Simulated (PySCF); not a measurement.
**F, SMILES `[F]` (charge 0, multiplicity 2)**

The numbers are results of ωB97X-D3(BJ)/def2-TZVP run with PySCF, not measurements.

```json
{
 "highest_occupied_spin_orbital": "-15.19 eV",
 "dipole_moment": "0.00 D",
 "total_energy": "-99.7738 Ha",
 "cost": "roughly 2.6 core-seconds"
}
```

Bond lengths (Å): .
Charge 0, spin multiplicity 2.
